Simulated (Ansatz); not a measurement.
Which is lower?

Two relaxed structures of CH3SSi, doublet (PBE0-D4/def2-TZVP; forces vanish, vibrations not checked).

A:

C1  (-0.178, -0.221, -0.593)
Si2  (0.279, -1.665, 0.587)
S3  (-0.419, 0.525, 1.063)
H4  (-1.134, -0.198, -1.114)
H5  (0.585, 0.320, -1.152)
H6  (0.764, 1.159, 1.166)
(Å)

B:

C1  (0.093, 0.356, 0.894)
Si2  (-0.205, -0.099, -0.790)
S3  (0.316, -1.374, 0.842)
H4  (-1.573, -0.223, -1.341)
H5  (0.810, 0.098, -1.849)
H6  (0.188, 1.008, 1.745)
(Å)

Ansatz 0.2.0; basis: def2-TZVPP; cores frozen in the correlated methods; orbitals are unrestricted. B3LYP uses VWN-RPA correlation.

Which structure is lower at CCSD(T), and by how much? (An estimate is asked for; the value comes from the calculation.)

The calculation gives: B, by 0.320 eV (electronic energy, against the other). By their contacts, A is CH₃SSi ([CH2]1[Si][SH]1) and B is CH₃SSi ([CH]1[SiH2][S]1).

All methods give the same order:

```json
{"method": "PBE-D4", "E(B) − E(A) (eV)": "-0.255"}
{"method": "r2SCAN-D4", "E(B) − E(A) (eV)": "-0.457"}
{"method": "PBE0-D4", "E(B) − E(A) (eV)": "-0.307"}
{"method": "B3LYP-D4", "E(B) − E(A) (eV)": "-0.353"}
{"method": "wB97M-V", "E(B) − E(A) (eV)": "-0.344"}
{"method": "HF", "E(B) − E(A) (eV)": "-0.494"}
{"method": "MP2", "E(B) − E(A) (eV)": "-0.344"}
{"method": "CCSD", "E(B) − E(A) (eV)": "-0.329"}
{"method": "CCSD(T)", "E(B) − E(A) (eV)": "-0.320"}
```

T1 diagnostic: at most 0.022. ⟨S²⟩ of the unrestricted Hartree–Fock references: 0.78 (a pure state has 0.75).

Labels in which every atom is bracketed show which atoms are joined, not bond orders.

For scale, one of the runs: CCSD(T)/def2-TZVPP, 157 basis functions, launched by `ansatz run in.yaml --threads 2 --pin off --events-out ev --progress --plain --max-ram 4352MiB`. Time: 57 s of wall clock on 2 CPU threads of an Arm Neoverse V2; the host was shared. Peak host memory: 2.4 GiB.
